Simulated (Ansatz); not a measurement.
`C/C=N/C` + `CNCN` → `CNCNC` + `C=NC`  (substitution at a C–C bond)

Isolated molecules relaxed with PBE0-D4/def2-TZVP in Ansatz; ΔE leaves out vibrations. CBS: MP2 limit from def2 TZ/QZ plus the TZ coupled-cluster correction, frozen cores. DFT in def2-TZVPP. Each species was taken in one conformer, which may not be the lowest.

`C/C=N/C`:

```xyz
11

C     1.138   -1.237   -0.786
C     0.343   -0.063   -0.334
N    -0.520   -0.142    0.579
C    -1.234    1.053    0.942
H     0.983   -1.415   -1.855
H     2.208   -1.049   -0.650
H     0.853   -2.127   -0.226
H     0.547    0.894   -0.843
H    -1.074    1.261    2.003
H    -0.939    1.938    0.358
H    -2.307    0.886    0.812
```

`CNCN`:

Z-matrix (Å, degrees):
```
C
N 1 1.446
H 1 1.093 2 110.0
H 1 1.091 2 109.9 3 117.6
H 1 1.104 2 113.8 3 -120.8
C 2 1.453 1 114.0 3 66.7
H 2 1.012 1 110.1 3 -169.9
N 6 1.440 2 114.7 1 -75.2
H 6 1.094 2 107.1 1 164.3
H 6 1.103 2 112.1 1 47.0
H 8 1.013 6 109.8 2 -48.2
H 8 1.011 6 111.4 2 71.0
```

`CNCNC`:

Z-matrix (Å, degrees):
```
C
N 1 1.449
H 1 1.092 2 109.3
H 1 1.097 2 114.3 3 -122.5
H 1 1.094 2 109.0 3 117.2
C 2 1.433 1 114.9 3 -179.6
H 2 1.012 1 111.0 3 53.6
N 6 1.456 2 114.8 1 -58.2
H 6 1.103 2 107.8 1 175.9
H 6 1.097 2 108.3 1 60.8
C 8 1.446 6 112.8 2 173.3
H 8 1.014 6 109.2 2 -64.5
H 11 1.092 8 109.9 6 176.8
H 11 1.103 8 114.3 6 55.1
H 11 1.094 8 109.4 6 -65.3
```

`C=NC`:

Z-matrix (Å, degrees):
```
C
N 1 1.439
H 1 1.093 2 109.0
H 1 1.093 2 109.1 3 116.1
H 1 1.100 2 113.7 3 -121.9
C 2 1.257 1 117.9 3 121.5
H 6 1.090 2 119.4 1 -179.9
H 6 1.100 2 123.2 1 0.1
```

```json
{"level": "PBE-D4", "ΔE (kJ/mol)": "58.4"}
{"level": "r2SCAN-D4", "ΔE (kJ/mol)": "59.3"}
{"level": "HF/def2-QZVPP", "ΔE (kJ/mol)": "53.2"}
{"level": "CCSD/CBS(def2)", "ΔE (kJ/mol)": "55.6"}
```

Problem. What does CCSD(T)/CBS give? (Estimate.)

Solution. The calculation gave: +55.9 kJ/mol. The listed levels differ from it by 2.5, 3.4, -2.7, -0.3 kJ/mol.

Largest T1 diagnostic among the species: 0.011.
